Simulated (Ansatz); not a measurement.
System: graphite. Method: r²SCANh (Ansatz, a program for electronic structure, PAW).

Run with plane-wave cutoff 520 eV, 12×12×4 k mesh (along the axes of the cell as run), Fermi–Dirac smearing 0.05 eV, scalar-relativistic PAW data made under PBE.

Computed at the level's own relaxed cell.

Problem. Give the computed lattice constant a and lattice parameter c.

Solution. 
lattice constant a: 2.451 Å
lattice parameter c: 7.035 Å

Measured, for comparison: lattice constant a 2.461 Å (300 K, not corrected to a static lattice, our sources range from 2.456 to 2.461; as tabulated in Wikipedia's data pages); lattice parameter c 6.67 Å (low temperature, zero-point motion not removed; as tabulated in Berland et al. (2010), arXiv:1007.3305). Computed (rounded) less measured: lattice constant a -0.4 % (-0.2 % to -0.4 % over the range), lattice parameter c +5.5 %. A static lattice is as a rule a little smaller and stiffer than an uncorrected measurement, which narrows the difference in the lattice constant a and would widen misses of the other sign.

Note: the cell comes from a level without a dispersion term, which matters for the spacing of layers, chains or molecules.

The result took about 23 core-minutes (a rough figure).
